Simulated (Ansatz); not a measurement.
Relaxation of CH7AlSi (10 atoms, charge 0, multiplicity 1), to a largest force component of 0.03 eV/Å in at most 50 steps.

The calculation used Ansatz, RKS r2SCAN-D4/STO-3G.

```xyz
10
Properties=species:S:1:pos:R:3
Al -0.979 0.497 -0.405
Si 1.115 1.154 0.301
C -0.801 -1.381 -0.164
H 0.212 -1.439 0.225
H -2.172 1.257 -0.913
H 2.128 0.488 -0.495
H 1.488 2.554 0.307
H 1.340 0.688 1.655
H -1.478 -1.836 0.566
H -0.852 -1.983 -1.078
```

Task: Where does it end, and by what steps?

Result: It converged. Limits of this set-up: minimal basis. After 6 steps the energy has fallen by 0.348 eV; H4 moved furthest, 0.71 Å.

| step | energy less start (eV) | largest force component (eV/Å) | accepted |
| --- | --- | --- | --- |
| 0 | 0.0000 | 0.777 | yes |
| 1 | -0.1624 | 0.343 | yes |
| 2 | -0.2527 | 0.558 | yes |
| 3 | -0.3253 | 0.252 | yes |
| 4 | -0.3320 | 0.307 | yes |
| 5 | -0.3478 | 0.085 | yes |
| 6 | -0.3481 | 0.016 | yes |

```xyz
10
Properties=species:S:1:pos:R:3
Al -0.715 0.333 -0.292
Si 1.261 1.324 0.338
C -0.935 -1.564 -0.196
H -0.060 -2.099 0.189
H -1.877 1.149 -0.793
H 2.395 0.855 -0.433
H 1.269 2.766 0.204
H 1.605 1.058 1.720
H -1.783 -1.835 0.446
H -1.159 -1.988 -1.183
```

Run time: 21 s on 1 thread of Intel(R) Xeon(R) Platinum 8488C (Sapphire Rapids) (shared host), peak memory 0.19 GiB.
